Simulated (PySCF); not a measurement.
**allyl methyl ether: gas-phase deprotonation enthalpies at several levels**

Structure: `C=CCOC` (C4H8O). Non-hydrogen atoms are numbered in `[CH2:1]=[CH:2][CH2:3][O:4][CH3:5]`.

All levels share the PBE0-D3(BJ)/ma-def2-SVP structures and the PBE0-D3(BJ)/ma-def2-SVP thermal terms; only the single-point energies (PySCF) change. Values are gas-phase deprotonation enthalpies (298 K, kJ/mol).

At PBE0-D3(BJ)/def2-SV(P):
```jsonl
{"quantity": "C3", "value": "1650"}
{"quantity": "C2", "value": "1699"}
{"quantity": "C1", "value": "1711"}
```

Problem. What does ωB97X-D3(BJ)/ma-def2-TZVP give?

Solution. C3: 1643 (change -7); C2: 1680 (change -19); C1: 1684 (change -27).

Note: def2-SV(P) is a small basis, whose errors can reach tens of kJ/mol; the order of C2 and C1 is undecided: the gaps lie inside the method's error (some 20 kJ/mol, one structure a species); one E/Z form of each vinyl-type anion was tried, and another may lie lower; C5 is not listed: the run failed or kept an imaginary mode, or the ion rearranged or equalled another; def2-SV(P) has no diffuse functions and serves anions poorly.
